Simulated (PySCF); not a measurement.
Which functional comes closest?

Molecule: `[BH3-][NH3+]`, BH6N.

Numbering as in the mapped SMILES `[BH3-:1][NH3+:2]`; H(Xn) means a hydrogen on atom n.

Geometry PBE0-D3(BJ)/def2-SVP throughout; GIAO in PySCF, gas phase, one conformer, non-relativistic; equivalent atoms averaged; basis pcSseg-2.

Reference values (measured; solution, THF; H. S. Rzepa et al., J. Org. Chem. 2018, An accessible method for DFT calculation of 11B NMR shifts): δ(B1) = -22.0 ppm vs BF3.OEt2. Computed shifts are taken against BF3·OEt2, calculated as an isolated molecule at each level.

Task: How do the functionals HF, LDA, PBE, BLYP, BP86, OPBE, KT2, KT3, B97-D, B3LYP, PBE0, mPW1PW91, WP04, B97-2, BHandHLYP, CAM-B3LYP, wB97X-D, LC-wPBE perform against the reference? Times are CPU seconds on shared hosts with different chips, so compare them loosely; the GGAs took longer than the global hybrids here, which isn't the general rule, and the cause wasn't traced.

Result: 
```tsv
functional	kind	B1	abs. error B	core-s
HF	Hartree–Fock	-17.0	5.0	2.1
LDA	LDA	-28.5	6.5	6.8
PBE	GGA	-26.2	4.2	7.7
BLYP	GGA	-24.2	2.2	8
BP86	GGA	-26.0	4.0	7.7
OPBE	GGA	-25.1	3.1	7.9
KT2	GGA	-23.3	1.3	7.8
KT3	GGA	-21.7	0.3	7.7
B97-D	GGA	-23.0	1.0	7.7
B3LYP	global hybrid	-23.0	1.0	4
PBE0	global hybrid	-24.4	2.4	4.8
mPW1PW91	global hybrid	-24.1	2.1	5
WP04	global hybrid	-19.8	2.2	5.4
B97-2	global hybrid	-23.1	1.1	5.4
BHandHLYP	global hybrid	-20.7	1.3	5.2
CAM-B3LYP	range-separated hybrid	-24.1	2.1	6.9
wB97X-D	range-separated hybrid	-24.7	2.7	6.9
LC-wPBE	range-separated hybrid	-27.5	5.5	10
```

For ¹¹B the closest is KT3 (0.3 ppm) and the furthest LDA (6.5 ppm). One molecule is a small sample, and vibrational and solvent effects are absent from the calculation.
